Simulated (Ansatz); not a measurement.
Geometry optimisation, RHF/6-31G* in Ansatz.

input.yaml

```yaml
crystal:
  periodic: [false, false, false]
  atoms:
    - { symbol: B, position_ang: [0.0, 0.0, 0.0] }
    - { symbol: C, position_ang: [1.0599, 0.0, 1.4549] }
    - { symbol: H, position_ang: [0.0603, -0.3092, 1.8254] }
    - { symbol: H, position_ang: [1.8275, -0.7111, 1.8254] }
    - { symbol: H, position_ang: [1.2919, 1.0203, 1.8254] }
    - { symbol: H, position_ang: [1.3894, 0.0, -0.0408] }
    - { symbol: C, position_ang: [-1.3856, 0.0, -0.8] }
    - { symbol: H, position_ang: [-1.9458, -0.9305, -0.5708] }
    - { symbol: H, position_ang: [-1.9898, 0.8797, -0.4946] }
    - { symbol: H, position_ang: [-1.1839, 0.0508, -1.8903] }
basis:
  gaussian: { orbitals: "6-31G*" }
hamiltonian:
  xc: hf
relax:
  f_tol: 0.15
  max_steps: 25
  restrain:
    - { distance: [1, 5], at: 1.11, k: 30.0 }
    - { distance: [0, 1], at: 2.8, k: 30.0 }
    - { distance: [0, 5], at: 2.39, k: 30.0 }
```

Run as:

```bash
$ ansatz run input.yaml --threads 1 --pin off --max-ram 2048MiB --backend cpu --events-out ev --progress --plain --runs-dir out
```

Q: Where does it end, and by what steps?

A: The run converged. The restraints hold the end off the free minimum. After 15 steps the energy has fallen by 3.029 eV (the restraints' own energy left out); B1 moved furthest, 1.25 Å. Parted: B1–C2, B1–H6. Joined: C2–H6.

```json
{"step": "0", "energy less start (eV)": "0.0000", "largest force component (eV/Å)": "7.825", "accepted": "yes"}
{"step": "1", "energy less start (eV)": "2.3776", "largest force component (eV/Å)": "12.148", "accepted": "yes"}
{"step": "2", "energy less start (eV)": "2.5992", "largest force component (eV/Å)": "8.601", "accepted": "yes"}
{"step": "3", "energy less start (eV)": "1.5421", "largest force component (eV/Å)": "12.536", "accepted": "yes"}
{"step": "4", "energy less start (eV)": "-0.4208", "largest force component (eV/Å)": "2.493", "accepted": "yes"}
{"step": "5", "energy less start (eV)": "-1.3409", "largest force component (eV/Å)": "3.238", "accepted": "yes"}
{"step": "6", "energy less start (eV)": "-2.0975", "largest force component (eV/Å)": "1.348", "accepted": "yes"}
{"step": "7", "energy less start (eV)": "-2.5247", "largest force component (eV/Å)": "2.006", "accepted": "yes"}
{"step": "8", "energy less start (eV)": "-2.8002", "largest force component (eV/Å)": "1.187", "accepted": "yes"}
{"step": "9", "energy less start (eV)": "-2.8789", "largest force component (eV/Å)": "0.943", "accepted": "yes"}
{"step": "10", "energy less start (eV)": "-2.9566", "largest force component (eV/Å)": "0.844", "accepted": "yes"}
{"step": "11", "energy less start (eV)": "-2.9849", "largest force component (eV/Å)": "0.818", "accepted": "yes"}
{"step": "12", "energy less start (eV)": "-2.9975", "largest force component (eV/Å)": "0.758", "accepted": "yes"}
{"step": "13", "energy less start (eV)": "-3.0148", "largest force component (eV/Å)": "0.630", "accepted": "yes"}
{"step": "14", "energy less start (eV)": "-3.0205", "largest force component (eV/Å)": "0.594", "accepted": "yes"}
{"step": "15", "energy less start (eV)": "-3.0286", "largest force component (eV/Å)": "0.606", "accepted": "yes"}
```

```xyz
10
Properties=species:S:1:pos:R:3
B 0.048 0.733 -1.009
C 1.100 -0.073 1.479
H 0.040 -0.255 1.600
H 1.632 -0.564 2.287
H 1.300 0.990 1.507
H 1.446 -0.470 0.520
C -1.348 0.029 -0.832
H -1.266 -1.019 -0.553
H -1.949 0.540 -0.080
H -1.879 0.089 -1.782
```

Whether the end is a true minimum wasn't checked by a vibrational analysis.

Time of the run: 9.3 s on 1 thread of Intel(R) Xeon(R) 6975P-C (Granite Rapids), on a shared host, peak memory 0.12 GiB.
